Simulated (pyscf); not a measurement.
8 group-13 steps of one kind (hydrogen abstraction, radical): barrier in eV, from the separated reactants or the lowest minimum found. PySCF, gas phase, ωB97X-D3(BJ)/def2-SVP geometries. Functionals in def2-TZVP; the last column is ωB97M-D3(BJ)/def2-TZVP. Rows were drawn at random from the steps of this kind and element class whose saddle was verified and whose references are stable.

| step | PBE | r²SCAN | M06-2X | ωB97M-D3(BJ) |
|---|---|---|---|---|
| [B=NH]• + H₂ → HB=NH + H• | 0.05 | 0.16 | 0.28 | 0.19 |
| •O–Ga(OH)–F + H₂ → HO–Ga(OH)–F + H• | -0.19 | -0.06 | 0.17 | 0.11 |
| •HN–Ga(NH₂)–NH₂ + CH₄ -> H₂N–Ga(NH₂)–NH₂ + CH₃• | 0.20 | 0.32 | 0.46 | 0.50 |
| HS–Ga(Cl)–Cl + H• → •S–Ga(Cl)–Cl + H₂ | -0.02 | -0.09 | 0.17 | 0.15 |
| H₃C–Ga(CH₃)–NH• + CH₄ → H₃C–Ga(CH₃)–NH₂ + CH₃• | 0.24 | 0.34 | 0.46 | 0.50 |
| HB=N• + H₂ → HB=NH + H• | -0.17 | -0.04 | 0.18 | 0.14 |
| [HN–AlH₂]• + CH₄ → H₂N–AlH₂ + CH₃• | 0.15 | 0.27 | 0.42 | 0.45 |
| H₃C–B(CH₃)–CH₃ + H• -> •H₂C–B(CH₃)–CH₃ + H₂ | 0.12 | 0.07 | 0.40 | 0.35 |

Differences from the last column (eV): PBE: mean -0.25, median -0.28, mean size 0.25, lower in 8 of 8; r²SCAN: mean -0.18, median -0.18, mean size 0.18, lower in 8 of 8; M06-2X: mean +0.02, median +0.03, mean size 0.05, lower in 3 of 8. PBE is closest for row 1 (0.13 eV apart) and farthest for row 6 (0.31 eV). PBE, r²SCAN and M06-2X carry no added dispersion term. The last column is a level with limits of its own. Each barrier is that of the saddle found. The term symbol of open-shell B=NH, HB=N• was not checked; spin-orbit terms are left out. Elements up to Kr have no core potential and no relativistic terms here.
